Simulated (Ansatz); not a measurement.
# C2HN (SMILES [CH]C#N) at 4 levels

We compute a comparison of 4 runs (UHF/STO-3G, UBLYP/def2-SVP, UPBE0/6-311G**, UMP2/6-31G) of C2HN. 

The calculation is run with Ansatz 0.2.0.

1 further run of the same task is left out (set aside as unsound or not needed).

## Step 1: Starting point

The species is C2HN (4 atoms), meant as a triplet with charge 0. SMILES: `[CH]C#N`. Geometry: relaxed at GFN2-xTB.

Bond lengths: C1–C2 1.272 Å, C2–N3 1.198 Å, C1–H4 1.050 Å. Angles: C1–C2–N3 179.7°, C2–C1–H4 175.8°.

## Step 2: Energy and forces at UHF/STO-3G (run 1)

Input file job.yaml:

```yaml
crystal:
  periodic: [false, false, false]
  atoms:
    - symbol: C
      position_ang: [0.557530, -0.360710, 0.113220]
    - symbol: C
      position_ang: [-0.512560, 0.297740, -0.082980]
    - symbol: N
      position_ang: [-1.523420, 0.914290, -0.264090]
    - symbol: H
      position_ang: [1.478450, -0.851310, 0.233850]
basis:
  gaussian:
    orbitals: STO-3G
total_charge: 0
magnetization:
  spin_polarized: true
  initial_magnetization: 2
hamiltonian:
  xc: hf
accuracy: high
output: {forces: true, orbitals: {seedname: orbitals}}
```

Launch:

```bash
ansatz run job.yaml --threads 1 --pin off --max-ram 2610MiB --events-out events.jsonl --progress --plain --runs-dir runs
```

The program printed:

```text
Warning: RAYON_NUM_THREADS=1 ignored (pool sized by the plan → 1); use --threads N
Functional definition: HF
  name "HF"
  exchange = exact_x
  correlation = 0
270 factors; integrals over basis functions are off by at most 8.3e-9 eV
mean field evaluation 1: about -3505.8917 eV, gradient 2.2e1 eV
mean field evaluation 2: about -3505.9142 eV, gradient 2.2e1 eV
mean field evaluation 4: about -3510.0459 eV, gradient 5.3e0 eV
mean field evaluation 8: about -3510.8400 eV, gradient 8.1e-2 eV
mean field evaluation 16: about -3510.8301 eV, gradient 1.6e-8 eV
mean field -3510.83005839 eV, -129.0206249199 hartree, gradient 1.6e-8 eV, S^2 2.438625; 0 other end points of the search recorded, 0 dependent functions left out
the calculation of the forces begins
reference -3510.83005839 eV, -129.0206249199 hartree; 11, 9 occupied and 5, 7 virtual orbitals, 270 factors
Total energy: -3510.83005839 eV, -129.0206249199 hartree
Atom 0 at     0.557530    -0.360710     0.113220 Å, force     0.779043    -0.658571     0.255861 eV/Å
Atom 1 at    -0.512560     0.297740    -0.082980 Å, force     4.174294    -2.443108     0.683780 eV/Å
Atom 2 at    -1.523420     0.914290    -0.264090 Å, force    -5.855846     3.541511    -1.031485 eV/Å
Atom 3 at     1.478450    -0.851310     0.233850 Å, force     0.902509    -0.439832     0.091844 eV/Å
Dipole moment:     0.458023    -0.271331     0.077119 e Å
```

It took 0.12 s on 1 thread of AMD EPYC 9R45 (Zen 5), shared host.

## Step 3: Energy and gradient at UBLYP/def2-SVP (run 2)

Input file input.yaml:

```yaml
crystal:
  periodic: [false, false, false]
  atoms:
    - {symbol: C, position_ang: [0.557530, -0.360710, 0.113220]}
    - {symbol: C, position_ang: [-0.512560, 0.297740, -0.082980]}
    - {symbol: "N", position_ang: [-1.523420, 0.914290, -0.264090]}
    - {symbol: H, position_ang: [1.478450, -0.851310, 0.233850]}
basis:
  gaussian:
    orbitals: def2-SVP
magnetization:
  spin_polarized: true
  initial_magnetization: 2
total_charge: 0
hamiltonian:
  xc: {name: BLYP}
output: {forces: true, orbitals: {seedname: orbitals}}
accuracy: high
```

Launch:

```bash
ansatz run input.yaml --threads 1 --pin off --max-ram 2610MiB --events-out events.jsonl --progress --plain --runs-dir runs
```

The program printed, cut to the lines that bear on the results:

```text
Warning: RAYON_NUM_THREADS=1 ignored (pool sized by the plan → 1); use --threads N
Functional definition: BLYP
  name "BLYP"
[...]
960 factors; integrals over basis functions are off by at most 2.8e-9 eV
[...]
mean field -3572.47174366 eV, -131.2859150710 hartree, gradient 1.5e-8 eV, S^2 2.025879; 0 other end points of the search recorded, 0 dependent functions left out
[...]
reference -3572.47178024 eV, -131.2859164155 hartree; 11, 9 occupied and 36, 38 virtual orbitals, 960 factors
Total energy: -3572.47178024 eV, -131.2859164155 hartree
Atom 0 at     0.557530    -0.360710     0.113220 Å, force     0.970826    -0.663907     0.219108 eV/Å
Atom 1 at    -0.512560     0.297740    -0.082980 Å, force     0.083907    -0.033131     0.004924 eV/Å
Atom 2 at    -1.523420     0.914290    -0.264090 Å, force    -2.131136     1.288332    -0.376121 eV/Å
Atom 3 at     1.478450    -0.851310     0.233850 Å, force     1.076404    -0.591294     0.152090 eV/Å
Dipole moment:     0.526898    -0.307998     0.086114 e Å
```

It took 1.4 s on 1 thread of AMD EPYC 9R45 (Zen 5), shared host.

Run 3 isn't shown in full; the table further down has it.

## Step 4: Energy and gradient at UMP2/6-31G (run 4)

Input file input.yaml:

```yaml
crystal:
  periodic: [false, false, false]
  atoms:
    - {symbol: C, position_ang: [0.557530, -0.360710, 0.113220]}
    - {symbol: C, position_ang: [-0.512560, 0.297740, -0.082980]}
    - {symbol: N, position_ang: [-1.523420, 0.914290, -0.264090]}
    - {symbol: H, position_ang: [1.478450, -0.851310, 0.233850]}
basis:
  gaussian:
    orbitals: 6-31G
magnetization:
  spin_polarized: true
  initial_magnetization: 2
correlation:
  method: mp2
  frozen_orbitals: {C: 1, H: 0, "N": 1}
accuracy: high
output: {forces: true, orbitals: {seedname: orbitals}}
```

Launch:

```bash
ansatz run input.yaml --threads 1 --pin off --max-ram 2610MiB --events-out events.jsonl --progress --plain --runs-dir runs
```

The program printed, cut to the lines that bear on the results:

```text
Warning: RAYON_NUM_THREADS=1 ignored (pool sized by the plan → 1); use --threads N
[... 2 set-up lines as earlier in the session ...]
[...]
670 factors; integrals over basis functions are off by at most 3.2e-9 eV
[...]
mean field -3554.57457607 eV, -130.6282062935 hartree, gradient 1.1e-8 eV, S^2 2.375717; 0 other end points of the search recorded, 0 dependent functions left out
3 core orbitals not correlated: weight in the atoms' cores, before any rotation towards them, 1.000 or more for the frozen orbitals, at most 0.000 for the correlated occupied ones
reference -3554.57457607 eV, -130.6282062935 hartree; 8, 6 occupied and 18, 20 virtual orbitals, 670 factors
second order -5.44172460 eV of doubles, -0.00000000 eV of singles
[...]
Total energy: -3560.01630067 eV, -130.8281859839 hartree
Atom 0 at     0.557530    -0.360710     0.113220 Å, force     1.302306    -0.974307     0.348170 eV/Å
Atom 1 at    -0.512560     0.297740    -0.082980 Å, force    -0.666130     0.529341    -0.196906 eV/Å
Atom 2 at    -1.523420     0.914290    -0.264090 Å, force    -1.375612     0.799043    -0.222368 eV/Å
Atom 3 at     1.478450    -0.851310     0.233850 Å, force     0.739437    -0.354077     0.071104 eV/Å
Dipole moment:     0.634128    -0.369937     0.103187 e Å
```

Wall time 1.4 s (1 thread of AMD EPYC 9R45 (Zen 5), shared host).

## Step 5: The series

| run | level | frozen core orbitals | energy (Eh) | dipole moment (D) | HOMO energy (eV) | LUMO energy (eV) | wall time |
| --- | --- | --- | --- | --- | --- | --- | --- |
| 1 | UHF/STO-3G | – | -129.020625 | 2.58 | -10.34 | 6.55 | 0.12 s |
| 2 | UBLYP/def2-SVP | – | -131.285916 | 2.96 | -6.20 | -4.33 | 1.4 s |
| 3 | UPBE0/6-311G** | – | -131.293772 | 3.21 | -7.98 | -3.25 | 3.3 s |
| 4 | UMP2/6-31G | 3 | -130.828186 | 3.56 | -11.88 | 2.37 | 1.4 s |

## Step 6: Outcome

| quantity | value |
| --- | --- |
| run 4: total energy | -130.82819 Eh |
| run 4: dipole moment (correlated density) | 3.56 D |
| run 4: HOMO energy (Hartree–Fock orbitals) (highest over α and β) | -11.88 eV |
| run 4: LUMO energy (Hartree–Fock orbitals) (lowest over α and β) | 2.37 eV |
| run 4: correlation energy (3 core orbitals frozen) | -200.0 mEh |
| run 4: ⟨S²⟩ of the reference determinant | 2.376 |
| run 4: largest force on an atom | 1.663 eV/Å |

The dipole moment (its size) runs from 2.58 D (UHF/STO-3G) to 3.56 D (UMP2/6-31G). The two ends differ in method and basis. Totals of different functionals can't be ranked against each other. In run 1 the basis is minimal, so the values are rough. Spin contamination of the reference: run 1 ⟨S²⟩ = 2.44, run 4 ⟨S²⟩ = 2.38. All runs together took 6.2 s, the longest 3.3 s.
